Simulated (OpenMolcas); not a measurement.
# AlH3 (SMILES [AlH3]): levels of theory compared

Aim: a comparison of 6 runs (B3LYP/3-21G, SVWN5/3-21G, UB3LYP/3-21G, MP2/3-21G, ACPF/3-21G, CCSD(T)/3-21G) of AlH3. 

Program for the calculation: OpenMolcas 26.06.

## Step 1: The molecule

AlH3: 4 atoms, total charge 0, spin state singlet. SMILES: `[AlH3]`. The Al1–H3 distance was set to 1.982 Å, away from the relaxed value.

Bond lengths: Al1–H2 1.586 Å, Al1–H4 1.586 Å. Angles: H2–Al1–H4 120.0°.

## Step 2: The energy at B3LYP/3-21G (run 1)

geom.xyz

```xyz
4

Al     0.352327     0.189501    -0.032650
H      0.971827     0.875201     1.256050
H     -1.340800    -0.832000     0.105100
H      1.088027     0.320001    -1.431450
```

test.inp

```
* AlH3 Kohn-Sham DFT
&GATEWAY
BasLib=$CurrDir
Coord=geom.xyz
Basis=3-21G
Group=NoSym
&SEWARD
GridInput
Grid=UltraFine
End of Grid
&SCF
KSDFT=B3LYP
Thresholds=1e-10 1e-07 1e-07 1e-05
PrOrbitals=1 1
```

The basis set 3-21G is read from a file made from the Basis Set Exchange's data (not shown).

Launch:

```bash
$ export MOLCAS_MEM=1860
$ pymolcas test.inp > test.log
```

Log:

```text
--- Start Module: gateway ---
[...]
--- Stop Module: gateway /rc=_RC_ALL_IS_WELL_ ---
--- Start Module: seward ---
[...]
      Basis functions           19
--- Stop Module: seward /rc=_RC_ALL_IS_WELL_ ---
--- Start Module: scf ---
[...]
       Convergence after  10 Iterations
[...]
::    Total KS-DFT energy                            -242.8406284522
[...]
      Total spin, S                                     0.0000000000
[...]
      Total electronic charge=   16.000000
      Total            charge=   -0.000000
[...]
      Dipole Moment (debye):
      Origin of the operator (angstrom)=    0.3410    0.1826   -0.0317
                   X=  6.2160E-01               Y=  3.7701E-01               Z= -5.0757E-02           Total=  7.2877E-01
      Quadrupole Moment (debye*angstrom):
[...]
--- Stop Module: scf /rc=_RC_ALL_IS_WELL_ ---
[...]
```

Run time: 3.9 s. Hardware: 1 thread of Arm Neoverse V1, shared host; peak memory 0.37 GiB.

## Step 3: The energy at SVWN5/3-21G (run 2)

geom.xyz is that of step 2.

test.input

```
&GATEWAY
BasLib
$CurrDir
Coord
geom.xyz
Basis
3-21G
Group
NoSym
&SEWARD
GridInput
Grid=UltraFine
End of Grid
&SCF
KSDFT
SVWN5
Thresholds
1e-10 1e-07 1e-07 1e-05
PrOrbitals
1 1
```

The basis set 3-21G is read from a file made from the Basis Set Exchange's data (not shown).

Launch:

```bash
$ export MOLCAS_MEM=1860
$ pymolcas test.input > test.log
```

Log:

```text
--- Start Module: gateway ---
[...]
--- Stop Module: gateway /rc=_RC_ALL_IS_WELL_ ---
--- Start Module: seward ---
[...]
      Basis functions           19
--- Stop Module: seward /rc=_RC_ALL_IS_WELL_ ---
--- Start Module: scf ---
[...]
       Convergence after  11 Iterations
[...]
::    Total KS-DFT energy                            -241.7191443740
[...]
      Total spin, S                                     0.0000000000
[...]
      Total electronic charge=   16.000000
      Total            charge=   -0.000000
[...]
      Dipole Moment (debye):
      Origin of the operator (angstrom)=    0.3410    0.1826   -0.0317
                   X=  5.4800E-01               Y=  3.3232E-01               Z= -4.4738E-02           Total=  6.4245E-01
      Quadrupole Moment (debye*angstrom):
[...]
--- Stop Module: scf /rc=_RC_ALL_IS_WELL_ ---
[...]
```

Run time: 3.3 s. Hardware: 1 thread of Arm Neoverse V1, shared host; peak memory 0.37 GiB.

Runs 3 to 5 aren't shown in full; the table further down has their settings and results.

## Step 4: A single-point energy at CCSD(T)/3-21G (run 6)

geom.xyz is that of step 3.

test.inp

```
&gateway
 baslib = $CurrDir
 coord = geom.xyz
 basis = 3-21G
 group = NoSym

&seward

&scf
 thresholds = 1e-10 1e-07 1e-07 1e-05
 prorbitals = 1 1

&rasscf
 fileorb = $Project.ScfOrb
 spin = 1
 nactel = 0 0 0
 inactive = 8
 ras2 = 0
 outorbitals = Canonical
 orblisting = Nothing

&motra
 jobiph
 frozen = 5

&ccsdt
 cct
 triples = 2
 iterations = 80
 accuracy = 1e-08
 extrapolation = 5 4
```

The basis set 3-21G is read from a file made from the Basis Set Exchange's data (not shown).

Launch:

```bash
$ export MOLCAS_MEM=1860
$ pymolcas test.inp > test.log
```

Log:

```text
--- Start Module: gateway ---
[...]
--- Stop Module: gateway /rc=_RC_ALL_IS_WELL_ ---
[...]
      Basis functions           19
[...]
       Convergence after   8 Iterations
[...]
::    Total SCF energy                               -242.2597181879
[...]
      Total spin, S                                     0.0000000000
[...]
      Number of active orbitals                  0
[...]
      Spin quantum number                      0.0
[...]
      Active orbitals                            0
[...]
      Number of CSFs                             1
[...]
      Number of root(s) required                 1
[...]
      Convergence after  4 iterations
[...]
      Natural orbitals and occupation numbers for root  1
      ************************************************************************************************************************
      *                                                    Final results                                                     *
      ************************************************************************************************************************
[...]
::    RASSCF root number  1 Total energy:   -242.25971819
[...]
      Total electronic charge=   16.000000
      Total            charge=   -0.000000
[...]
      Dipole Moment (debye):
      Origin of the operator (angstrom)=    0.3410    0.1826   -0.0317
                   X=  7.1152E-01               Y=  4.3181E-01               Z= -5.8145E-02           Total=  8.3433E-01
      Quadrupole Moment (debye*angstrom):
[...]
--- Start Module: motra ---
[...]
--- Stop Module: motra /rc=_RC_ALL_IS_WELL_ ---
--- Start Module: ccsdt ---
[...]
      Convergence after                     9  Iterations
      Total energy (diff) :    -242.32445669       0.00000001
[...]
 METHOD                       : CCSD+T(CCSD)+<T3(1)WT1> = CCSD(T)
[...]
       CCSD     =      -242.3244566874504
[...]
```

Wall time 2 s (1 thread of Arm Neoverse V1, shared host); peak memory 0.37 GiB.

## Step 5: The series

| run | level | scramble | integration grid | energy (Eh) | dipole moment (D) of the reference | HOMO energy (eV) | LUMO energy (eV) | wall time |
| --- | --- | --- | --- | --- | --- | --- | --- | --- |
| 1 | B3LYP/3-21G | – | UltraFine | -242.840628 | 0.73 | -7.71 | -2.18 | 3.9 s |
| 2 | SVWN5/3-21G | – | UltraFine | -241.719144 | 0.64 | -6.77 | -2.91 | 3.3 s |
| 3 | UB3LYP/3-21G | 0.25 | UltraFine | -242.840628 | 0.73 | -7.71 | -2.18 | 6.3 s |
| 4 | MP2/3-21G | – | – | -242.304234 | 0.83 | -10.59 | 0.68 | 1.6 s |
| 5 | ACPF/3-21G | – | – | -242.325030 | 0.83 | -10.59 | 0.68 | 1.6 s |
| 6 | CCSD(T)/3-21G | – | – | -242.325264 | 0.83 | -10.59 | 0.68 | 2 s |

## Step 6: What came out

| quantity | value |
| --- | --- |
| run 6: total energy | -242.32526 Eh |
| run 6: dipole moment (mean-field density) | 0.83 D |
| run 6: HOMO energy (Hartree–Fock orbitals) | -10.59 eV |
| run 6: LUMO energy (Hartree–Fock orbitals) | 0.68 eV |
| run 6: HOMO–LUMO gap (Hartree–Fock orbitals) | 11.27 eV |
| run 6: correlation energy (5 core orbitals frozen) | -65.5 mEh |
| run 6: (T) correction | -0.81 mEh |

**Reading.** Over runs 1, 2, 3 the dipole moment (its size) runs from 0.64 D (SVWN5/3-21G) to 0.73 D (B3LYP/3-21G). Over runs 1, 2, 3 the HOMO–LUMO gap runs from 3.85 eV (SVWN5/3-21G) to 5.53 eV (B3LYP/3-21G). Totals of different functionals can't be ranked against each other. All runs together took 19 s, the longest 6.3 s.
